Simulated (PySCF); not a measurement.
Run record: geometry optimisation, difluoromethyl radical, `F[CH]F`.

Method: PBE0-D3(BJ)/def2-SVP geometry optimisation, gas phase (PySCF 2.14.0). Start geometry: GFN2-xTB. A driver script takes a list of jobs; this job's settings line and coordinates (Å) are shown.

Input:
```
{"job": {"xc": "PBE0", "basis": "def2-SVP", "d3": "d3bj", "grid": 1, "kind": "geom"}, "charge": 0, "multiplicity": 2}
F     -1.082120    -0.615520    -0.078640
C      0.002720     0.090390     0.208300
F      1.107990    -0.588530    -0.066210
H     -0.008120     1.123210    -0.109160
```

Output:
```
step   0  E = -237.89807219  max force = 0.024689
step   1  E = -237.89835271  max force = 0.008429
step   2  E = -237.89865743  max force = 0.003577
step   3  E = -237.89867595  max force = 0.000555
step   4  E = -237.89867805  max force = 0.000152
optimisation converged
```

Energies in Eh; «max force» is the largest Cartesian gradient component in Eh/bohr.

Q: Give the first gradient maximum in eV/Å.

A: With 1 Eh/bohr = 51.422 eV/Å, 1.270 eV/Å.

In short: final energy -237.89868 Eh after 4 steps; dipole 1.29 D.

Q: Where do the atoms end?

A: 0.015 Å rms from the input after alignment:
```
atom  x, y, z in Å
F1    -1.0811   -0.6030   -0.0784
C2     0.0033    0.0790    0.2273
F3     1.1006   -0.5872   -0.0667
H4    -0.0024    1.1207   -0.1279
```

Q: How long does this job take on one thread of an Arm Neoverse N1, on a shared host?

A: About 6.6 s.
Labels such as C1 count atoms from 1, the log's own numbers from 0.
